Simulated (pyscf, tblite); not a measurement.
HO–P(OH)–OH (SMILES OP(O)O) + H• (SMILES [H]) → •O–P(OH)–OH (SMILES [O]P(O)O) + H₂ (SMILES [H][H]): energy along the mass-weighted descent from the GFN2-xTB with spin polarisation saddle (tblite), relative to the relaxed reactant side, a complex of the molecules.

```
s (amu^1/2 bohr) | E (kcal/mol)
    -3.60 | # 0.3
    -3.45 | # 0.4
    -3.24 | ## 0.6
    -3.00 | ### 0.8
    -2.67 | #### 1.2
    -2.28 | ###### 2.0
    -1.70 | ########## 3.1
    0.000 | ############################## 9.1
    0.311 | ############################## 9.0
    0.490 | ############################# 8.9
    0.673 | ############################# 8.7
    0.851 | ############################ 8.6
     1.02 | ############################ 8.5
     1.18 | ############################ 8.4
     1.32 | ########################### 8.3
```

The GFN2-xTB with spin polarisation barrier from the reactant side is 9.1 kcal/mol. What does ωB97X-D3(BJ) (PySCF) give from its own reactant-side minimum, in def2-SVP and in def2-TZVP?

10.6 kcal/mol in the double-zeta basis after reoptimising the saddle, and 9.8 kcal/mol in the triple-zeta single point, so the tight-binding barrier lies 0.6 kcal/mol under the latter. The imaginary mode goes from 687i to 1839i cm⁻¹.
